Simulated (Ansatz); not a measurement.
Born–Oppenheimer molecular dynamics of BClH4 (6 atoms, charge 0, multiplicity 1). It starts from a rough guess of a transition structure, not a stationary point.

Level of theory: UKS B3LYP-D4/def2-SVP (Ansatz).

```
ensemble                      : NVE (velocity Verlet)
time step                     : 0.5 fs
steps asked                   : 150
starting velocities drawn for : 600 K
seed                          : 171440
```

First frame:

```xyz
6
Properties=species:S:1:pos:R:3
B -0.108 -0.438 -0.144
H -1.084 0.687 0.121
H -0.061 -0.648 -1.285
H -0.233 -1.252 0.675
H -0.132 0.886 0.253
Cl 1.619 0.766 0.379
```

**Question.** What does the run give?

**Answer.** The run went to its last step.

```yaml
steps_done: 150
time_covered: 75 fs
mean_temperature_over_the_second_half: 2153 K
spread_of_the_potential_energy_over_the_second_half: 23.3 meV per atom
mean_potential_energy_of_the_second_half_above_the_start: -133.9 meV per atom
```

The conserved energy stayed within 0.24 meV per atom of its start (net change 0.01 meV per atom), so the integration is sound. The system heated up, since it started high on the potential surface and ran downhill. A run of 0.075 ps of so small a system gives no equilibrium averages. The orbitals stay closed-shell, which can raise the energy where a bond breaks towards radicals; this wasn't checked here.

**Question.** What happens to the structure?

**Answer.** The step under study would form B1–Cl6, H2–H5 and break B1–H2, H5–Cl6. These pairs go: B1–Cl6 2.17 → 1.62 Å, H2–H5 0.98 → 0.79 Å, B1–H2 1.51 → 6.16 Å, H5–Cl6 1.76 → 7.29 Å. In the last frame they stand as after the step (other bonds may differ from the relaxed reactants and products). Also parted: B1–H5 1.38 → 6.67 Å. It ends as BClH2 + H2. Pairs count as bonded within 1.25 times the sum of covalent radii (0.12 Å more for H–H). The details hang on the random start.

**Question.** How do temperature and energy run in time?

**Answer.** 
```
time (fs)  T (K)  potential energy less start (eV)  conserved less start (meV/atom)
      0.0    600                             0.000                             0.00
      3.5    738                            -0.072                            -0.07
      7.0    584                             0.009                             0.04
     10.5    659                            -0.030                             0.10
     14.0   1457                            -0.444                            -0.21
     17.5   1843                            -0.643                            -0.03
     21.0   2238                            -0.848                            -0.13
     24.5   1987                            -0.717                             0.06
     28.0   1727                            -0.583                             0.01
     31.5   1766                            -0.602                             0.18
     35.0   2513                            -0.990                            -0.11
     38.5   2638                            -1.054                            -0.06
     42.0   2268                            -0.863                            -0.04
     45.5   1940                            -0.693                            -0.04
     49.0   1999                            -0.724                            -0.10
     52.5   2061                            -0.756                            -0.14
     56.0   1911                            -0.678                             0.00
     59.5   2141                            -0.797                            -0.03
     63.0   2415                            -0.938                             0.08
     66.5   2606                            -1.038                            -0.16
     70.0   1917                            -0.680                             0.18
     73.5   1873                            -0.659                            -0.05
```

Time of the run: 8.5 min on 1 thread of Intel(R) Xeon(R) Processor @ 2.50GHz (Skylake/Cascade Lake), with other jobs on the host, peak memory 0.12 GiB.
